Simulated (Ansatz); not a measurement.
Geometry optimisation, RKS PBE0-D4/def2-SVP (Ansatz 0.2.0).

Input:

```yaml
crystal:
  periodic: [false, false, false]
  atoms:
    - { symbol: Si, position_ang: [0.283797, -0.002712, 0.093693] }
    - { symbol: "N", position_ang: [0.826849, -0.192637, 1.765911] }
    - { symbol: H, position_ang: [0.195708, -0.173162, 2.560509] }
    - { symbol: H, position_ang: [1.682483, 0.303165, 1.986579] }
    - { symbol: H, position_ang: [1.666974, 0.0325, -0.365425] }
    - { symbol: H, position_ang: [-0.489697, 1.224093, -0.287074] }
    - { symbol: H, position_ang: [-0.492515, -1.191247, -0.368194] }
basis:
  gaussian: { orbitals: def2-SVP }
hamiltonian:
  xc: pbe0
  dispersion: d4
relax:
  f_tol: 0.03
  max_steps: 50
```

Run as:

```bash
$ ansatz run input.yaml --threads 1 --pin off --max-ram 2048MiB --backend cpu --events-out ev --progress --plain --runs-dir out
```

**Question.** Where does it end, and by what steps?

**Answer.** The run converged. After 5 steps the energy has fallen by 0.220 eV; H5 moved furthest, 0.34 Å.

| step | energy less start (eV) | largest force component (eV/Å) | accepted |
| --- | --- | --- | --- |
| 0 | 0.0000 | 1.425 | yes |
| 1 | -0.1805 | 0.610 | yes |
| 2 | -0.2031 | 0.231 | yes |
| 3 | -0.2162 | 0.118 | yes |
| 4 | -0.2193 | 0.052 | yes |
| 5 | -0.2198 | 0.013 | yes |

```xyz
7
Properties=species:S:1:pos:R:3
Si 0.378 -0.002 0.127
N 0.844 -0.172 1.787
H 0.128 -0.323 2.488
H 1.574 0.428 2.155
H 1.621 -0.015 -0.702
H -0.379 1.246 -0.236
H -0.493 -1.162 -0.233
```

Whether the end is a true minimum wasn't checked by a vibrational analysis.

The run took 5.1 s on 1 thread of Intel(R) Xeon(R) 6975P-C (Granite Rapids) (shared host), peak memory 0.13 GiB.
